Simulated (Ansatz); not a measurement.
Process, species as SMILES: C=CCl → C=[C-]Cl + H+
B3LYP-D3(BJ)/def2-TZVP geometries, fixed; electronic energies without zero-point terms.

Basis-set convergence of the deprotonation energy at PBE with Ansatz (a quantum-chemistry and plane-wave program). Cartesian d functions, on some or all atoms, in 6-31G*, 6-31G**, 6-311G**; all else is spherical. The program fits the integrals of some runs and decomposes those of others, by size. The proton leaves the site shown, which need not be the most acidic. No added dispersion term, no relativity. Functions are those of the species that has most. Reference: the value in aug-pcseg-3, 387.58 kcal/mol, itself unsure by roughly 0.13 kcal/mol (its mean distance from aug-cc-pV(Q+d)Z, def2-QZVPPD). Deviations are taken from unrounded values.

| basis | functions | deprotonation energy (kcal/mol) | minus reference (kcal/mol) |
|---|---|---|---|
| STO-3G | 22 | 467.36 | 79.78 |
| 3-21G | 37 | 394.62 | 7.05 |
| 6-31G | 37 | 396.51 | 8.93 |
| pcseg-0 | 37 | 387.88 | 0.30 |
| 6-31G* | 55 | 400.68 | 13.10 |
| pcseg-1 | 61 | 390.09 | 2.51 |
| 6-31G** | 64 | 401.54 | 13.96 |
| cc-pV(D+d)Z | 66 | 396.80 | 9.22 |
| 6-311G** | 81 | 391.90 | 4.32 |
| pcseg-2 | 136 | 389.87 | 2.30 |
| cc-pV(T+d)Z | 141 | 392.91 | 5.33 |
| cc-pV(Q+d)Z | 264 | 390.58 | 3.00 |
| pcseg-3 | 283 | 388.14 | 0.57 |

Of the sets listed that have larger relatives (same family, alike in diffuse functions), none stays within 1 kcal/mol of the reference together with them. Inside the window by cancellation, since a larger relative falls out: pcseg-0. Inside, with no larger relative to test it: pcseg-3.
